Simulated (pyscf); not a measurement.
Optimised with ωB97X-D3(BJ)/def2-SVP in PySCF.

Task: Estimate the classical barrier height and the reaction energy of titanium tetrachloride (Cl–Ti(Cl)(Cl)–Cl) + ammonia (NH₃) -> hydrogen chloride (HCl) + H₂N–Ti(Cl)(Cl)–Cl at ωB97M-D3(BJ)/def2-TZVP. The step runs on the singlet surface, breaks Cl–Ti, H–N and forms Cl–H, N–Ti; take the separated reactants as zero.

Result: ΔE‡ = 0.93 eV, ΔE = +0.65 eV. Zero-point energy shifts the barrier by -0.09 eV. It is a four-centre exchange, with an imaginary mode of 509i cm⁻¹. On the reactant side the descent ends in an adduct with a N–Ti contact, 0.62 eV under the separated species and 1.51 eV under the saddle at ωB97X-D3(BJ)/def2-TZVP. What is counted as formed (N–Ti) is already present as a longer contact in the reactant adduct; forming that adduct is a step of its own. One saddle was located; it need not be the lowest between these sides.
